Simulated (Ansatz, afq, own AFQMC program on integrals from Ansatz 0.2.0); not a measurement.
Where AFQMC and coupled cluster stand for CH$_{2}$N, doublet

```
atom   x (Å)    y (Å)    z (Å)
   N  0.0000   0.0000   0.6600
   C  0.0000   0.0000  -0.5768
   H  0.0000  -0.9374  -1.1497
   H  0.0000   0.9373  -1.1497
```

Connectivity, by distances: N–CH2.

Basis cc-pVDZ. Noble-gas cores (and the filled d shells of Ga–Kr and In–Xe) are frozen. Ansatz 0.2.0 and our own AFQMC program on the same integrals; the CISD trial comes from CCSD amplitudes, and released means the phaseless constraint is let go. Free projection: walkers drawn from exp(T), propagated without any constraint. Its projection time is finite, and what remains of the start isn't in its error. ± is one standard error of the sampling.

Determinant: ROHF, the one that the program's search chose, which needn't be the lowest solution. The geometry is a PBE0/def2-TZVP stationary point of this or a neighbouring charge and spin state.

No full CI on the walks' own integrals is used here; CCSDT(Q) serves as the reference and is uncertain by about the last step of the cluster series.

Cautions: higher spins were not checked; a spin-contaminated unrestricted determinant lies lower (UHF 264 meV lower, ⟨S²⟩ 0.93).

```
T1 diagnostic                               : 0.0250
weight of the determinant in the CISD state : 0.881
size of the correlated space                : 11 electrons in 36 orbitals
```

| level | correlation energy (eV) |
| --- | --- |
| MP2 | -7.2171 |
| CCSD | -7.9711 |
| CCSD(T) | -8.2296 |

(1) Estimate where phaseless AFQMC with the Hartree–Fock trial lies against CCSD(T) on the same integrals.

(1) 0.6 ± 2.6 kJ/mol below CCSD(T). The gap is under twice the noise, so this walk alone can't tell the two apart.

Reference: CCSDT(Q), correlation energy -8.271 eV. The released energy is read at 2.40 1/Eh (meV from the phaseless value at times in 1/Eh: -3 ± 4 at 0.24, -3.1 ± 2.0 at 0.51, 0 ± 4 at 0.99, -4 ± 5 at 1.62, -9 ± 6 at 2.40).

| level | E − E(reference) (kJ/mol) | share of correlation (%) |
| --- | --- | --- |
| CCSD(T) | 4.0 | 99.50 |
| CCSDT | 1.9 | 99.76 |
| ph-AFQMC/HF | 3.4 ± 2.6 | 99.58 |
| ph-AFQMC/CISD | 0.3 ± 0.5 | 99.96 |
| released AFQMC | -0.6 ± 0.5 | 100.08 |
| free AFQMC | 0.3 ± 0.4 | 99.96 |

Free projections are given only where their last times agree within the noise and don't stop above the reference; a slow remainder of the start can still hide under it. A walk keeps the symmetry of its determinant, which the program's search chose and which needn't be the lowest solution, so a lower state of the same spin and another symmetry isn't excluded. Released energies are given only where the last usable release times agree within the noise; a slower fall can still hide under it.
